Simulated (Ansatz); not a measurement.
**Scan of [OH···H···CH₃], doublet**

Starting geometry:

```yaml
atoms:
  - { symbol: O, position_ang: [-1.0661, -0.0283, 0.0000] }
  - { symbol: H, position_ang: [-1.3154, 0.8983, 0.0000] }
  - { symbol: H, position_ang: [-0.1066, -0.0283, 0.0000] }
  - { symbol: C, position_ang: [1.2299, -0.0283, 0.0000] }
  - { symbol: H, position_ang: [1.2299, -1.1083, 0.0000] }
  - { symbol: H, position_ang: [1.2299, 0.5118, 0.9353] }
  - { symbol: H, position_ang: [1.2299, 0.5118, -0.9353] }
```

From there H3 is moved from one fragment to the other while all else, the fragments' distance too, stays fixed; atoms are numbered as listed. Energies are in kcal/mol, counted from the starting geometry at the same level.

Basis cc-pVDZ; Ansatz 0.2.0. Only valence electrons are correlated (noble-gas cores frozen). R marks a restricted (for open shells ROHF) determinant, U an unrestricted one.

Full CI isn't at hand for all of this; UCCSDT(Q) serves as the reference, and is uncertain by about the last step of the cluster series. The frozen core follows each run's orbitals, which can shift R against U totals by a few meV.

| distance O1-H3 (Å) | RHF |
| --- | --- |
| 0.960 | 0.0 |
| 0.995 | 2.7 |
| 1.065 | 10.5 |
| 1.136 | 19.6 |
| 1.206 | 25.3 |

Q: Estimate the UCCSDT(Q) curve in cc-pVDZ from this one, knowing how RHF errs.

A: The computed UCCSDT(Q) values, in kcal/mol from the starting point, and the error of RHF against them:
| distance O1-H3 (Å) | UCCSDT(Q) | RHF less UCCSDT(Q) |
| --- | --- | --- |
| 0.960 | 0.0 | 0.0 |
| 0.995 | 0.8 | 1.8 |
| 1.065 | 4.9 | 5.6 |
| 1.136 | 10.8 | 8.8 |
| 1.206 | 17.5 | 7.9 |

The error spans 8.8 kcal/mol and is largest, 8.8 kcal/mol, at 1.136 Å.
